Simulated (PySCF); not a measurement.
## How methods differ on the ionisation energy of Mg

Mg [Ne] 3s2 (1S) → Mg⁺ [Ne] 3s1 (2S), as a difference of total energies. Computed with PySCF 2.14 in def2-TZVPPD (5s5p3d, 35 functions), with no relativity, point nucleus. Correlated levels: valence and next inner shell: 1s2 frozen. The calculations carry no spin-orbit coupling.

```csv
method,ionisation energy (eV)
UHF,6.611
SCS-MP2 (valence and next inner shell),7.397
CCSD(T) (valence and next inner shell),7.567
CCSDT (valence and next inner shell),7.567
```

Problem. Estimate what MP2 (valence and next inner shell) gives.

Solution. 7.301 eV, closest to SCS-MP2 (valence and next inner shell) among the rows shown.

Problem. Estimate what CCSD (valence and next inner shell) gives.

Solution. 7.542 eV, closest to CCSD(T) (valence and next inner shell) among the rows shown.

Errors of the correlated levels include the incompleteness of this basis and the frozen core.

For comparison: 7.646 eV (measured; NIST Atomic Spectra Database, ionization energies).
